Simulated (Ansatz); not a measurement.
**LiNH radical: one structure at several levels**

An exercise on one series of results from a longer session: the logs are not shown, and one member is left open.

Computed with Ansatz 0.2.0, Gaussian basis. Level: single points in def2-TZVPP.

Correlated methods freeze the cores. The outer core shell of Li, Na, Mg and K is correlated. Orbitals are unrestricted.

**Starting geometry**

3 atoms, charge 0, spin multiplicity 2.

Atoms are counted from 1 here; the program's logs count them from 0.

Bond lengths: Li1–N2 1.809 Å, N2–H3 0.656 Å. Angles: Li1–N2–H3 152.3°.

Geometry (Å):

```xyz
3

Li   -1.1510    0.6511   -0.4950
N     0.3073   -0.1294    0.2375
H     0.7393   -0.6209    0.2888
```

The first run:

Contents of run/in.yaml:

```yaml
crystal:
  periodic: [false, false, false]
  atoms:
    - {symbol: Li, position_ang: [-1.151000, 0.651100, -0.495000]}
    - {symbol: N, position_ang: [0.307300, -0.129400, 0.237500]}
    - {symbol: H, position_ang: [0.739300, -0.620900, 0.288800]}
basis:
  gaussian: {orbitals: def2-TZVPP}
magnetization: {spin_polarized: true, initial_magnetization: 1}
correlation: {method: ccsd_t}
scf: {omitted_lower_state_checks: [cluster_reference]}
output: {forces: true}
```

The command line of these runs was not kept.

Among the steps run: CCSD(T)/def2-TZVPP; PBE0-D4/def2-TZVPP; wB97M-V/def2-TZVPP; r2SCAN-D4/def2-TZVPP; PBE-D4/def2-TZVPP; HSE06-D4/def2-TZVPP; BLYP-D4/def2-TZVPP.

One table of the session follows, with a row left open; its other results are not shown here.

| method | RMS force component (eV/Å) | angle to CCSD(T) forces (°) | dipole (D) |
| --- | --- | --- | --- |
| CCSD(T) | 27.589 | reference | 5.35 |
| PBE0-D4 | ? | ? | ? |
| wB97M-V | 27.424 | 0.1 | 5.27 |
| r2SCAN-D4 | 27.447 | 0.0 | 5.22 |
| PBE-D4 | 27.616 | 0.0 | 4.96 |
| HSE06-D4 | 27.585 | 0.1 | 5.24 |
| BLYP-D4 | 27.389 | 0.0 | 4.91 |

Q: Estimate the row for PBE0-D4 from the others.

The run gave: RMS force component (eV/Å): 27.578; angle to CCSD(T) forces (°): 0.1; dipole (D): 5.25. In the column «RMS force component (eV/Å)» it lies between r2SCAN-D4 (27.447) and HSE06-D4 (27.585).
